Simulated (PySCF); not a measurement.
Species: C₅H₈N (doublet state).
SMILES with atom numbers: `[CH3:1][C:2]#[C:3][C@H:4]([CH3:5])[NH:6]` (hydrogens: H7, H8, H9 on C1; H10 on C4; H11, H12, H13 on C5; H14 on N6)

Cartesian coordinates in Å at the GFN2-xTB level; atoms count from 1:
```xyz
14
C5H8N angstrom
C      2.8270   -0.0468    0.1615
C      1.3862   -0.1656    0.1464
C      0.1878   -0.2328    0.1035
C     -1.2595   -0.3876    0.1639
C     -1.9680    0.9760    0.3252
N     -1.7552   -1.3071    1.0945
H      3.1705    0.4626   -0.7387
H      3.2812   -1.0368    0.2038
H      3.1443    0.5243    1.0340
H     -1.5846   -0.7700   -0.8300
H     -1.6416    1.4395    1.2526
H     -1.7230    1.6293   -0.5081
H     -3.0410    0.8160    0.3697
H     -1.0248   -1.9014    1.4794
```

The hyperfine couplings belong to this conformer and change with its torsions.

Method used: UKS B3LYP, pcH-1 on C H N, non-relativistic, mean-field spin-orbit, GIAO in PySCF. Geometry: GFN2-xTB, one conformer, isolated molecule. The geometry wasn't refined by DFT: couplings that depend on bond lengths, twists or pyramidal angles can differ widely from those at the functional's own minimum. No stability test was run, so a lower SCF solution isn't excluded.

Computed for the main isotopes (class means, splittings of 0.05 mT or more): g = 2.0044; H10 1H +206.7 MHz (7.37 mT); H14 1H -60.0 MHz (2.14 mT); N6 14N +31.1 MHz (1.11 mT); 12 first-order lines, 11.72 mT wide.

Question: What changes when 1H at H14 is replaced by 2H?

Answer: The spin density stays the same (vibrational effects aside), so a scales with the nuclear g factor: 0.85744/5.58569 = 0.1535, so a goes from -60.0 to -9.2 MHz (0.328 mT). The spin goes from 1/2 to 1, so the 1:1 doublet becomes a 1:1:1 triplet. The spectrum then has 18 first-order lines over 10.24 mT.

| offset from centre (mT) | relative intensity |
| --- | --- |
| -5.12 | 1 |
| -4.79 | 1 |
| -4.46 | 1 |
| -4.01 | 1 |
| -3.68 | 1 |
| -3.36 | 1 |
| -2.90 | 1 |
| -2.57 | 1 |
| -2.25 | 1 |
| +2.25 | 1 |
| +2.57 | 1 |
| +2.90 | 1 |
| +3.36 | 1 |
| +3.68 | 1 |
| +4.01 | 1 |
| +4.46 | 1 |
| +4.79 | 1 |
| +5.12 | 1 |

Question: What changes when 14N at N6 is replaced by 15N?

Answer: The spin density stays the same (vibrational effects aside), so a scales with the nuclear g factor: -0.56638/0.40376 = -1.4028, so a goes from +31.1 to -43.6 MHz (1.556 mT). The spin goes from 1 to 1/2, so the 1:1:1 triplet becomes a 1:1 doublet. The spectrum then has 8 first-order lines over 11.06 mT.

Question: Where do the 13C satellites of C5 appear, and how strong are they?

Answer: a = +44.4 MHz, or 1.58 mT in magnitude, and I = 1/2, so to first order each main line has two satellites, at ±0.79 mT. The isotope's abundance is about 1.07 %, shared among 2 lines, so each has 0.54 % of the main line's intensity.

Question: Give position and intensity of the satellites from 13C at C4.

Answer: a = -36.6 MHz, or 1.31 mT in magnitude, and I = 1/2, so to first order each main line has two satellites, at ±0.65 mT. The isotope's abundance is about 1.07 %, shared among 2 lines, so each has 0.54 % of the main line's intensity.

Question: Where do the 13C satellites of C3 appear, and how strong are they?

Answer: a = +8.5 MHz, or 0.30 mT in magnitude, and I = 1/2, so to first order each main line has two satellites, at ±0.15 mT. The isotope's abundance is about 1.07 %, shared among 2 lines, so each has 0.54 % of the main line's intensity.
